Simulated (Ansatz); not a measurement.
# BS (doublet): the correlation ladder, def2-QZVPP

An exercise on one series of results from a longer session: the logs are not shown, and one member is left open.

Program: Ansatz 0.2.0, Gaussian basis. Level of theory: def2-QZVPP, core rule «outside noble gas», up to 6 orbitals frozen. These are calculated values, not measurements.

Plan: UHF; ROHF; CCSD(T) on UHF.

### The geometry

The geometry is a PBE0/def2-TZVP stationary point (not a proven minimum) of the parent state, kept for this charge and spin.

2 atoms, charge 0, spin multiplicity 2.

Atoms are counted from 1 here; the program's logs count them from 0.

Bond lengths: B1–S2 1.790 Å.

As a file:

```xyz
2

B     0.00000    0.00000    0.00000
S     0.00000    0.00000    1.78950
```

The first run:

Contents of in.yaml:

```yaml
crystal:
  periodic: [false, false, false]
  atoms:
    - {symbol: B, position_ang: [0.000000, 0.000000, 0.000000]}
    - {symbol: S, position_ang: [0.000000, 0.000000, 1.789500]}
basis:
  gaussian: {orbitals: "def2-QZVPP.json"}
magnetization: {spin_polarized: true, initial_magnetization: 1}
hamiltonian: {xc: hf}
output: {orbitals: {seedname: orbitals}}
```

The run is started by

```
> ansatz run in.yaml --threads 1 --pin off --events-out ev --progress --plain --max-ram 2393MiB
```

Steps of the session up to this table: UHF; ROHF; CCSD(T) on UHF.

One of the session's tables, all rows but one given; the rest of the session is left out.

| method | from UCCSD(T) (meV) |
| --- | --- |
| ROHF | +7990.5 |
| UHF | +7857.9 |
| UMP2 | ? |
| UCCSD | +545.2 |
| UCCSD(T) | 0 |

Estimate the missing values for UMP2.

As computed: from UCCSD(T) (meV): +1034.5. In the column «from UCCSD(T) (meV)» it lies between UCCSD (+545.2) and UHF (+7857.9).
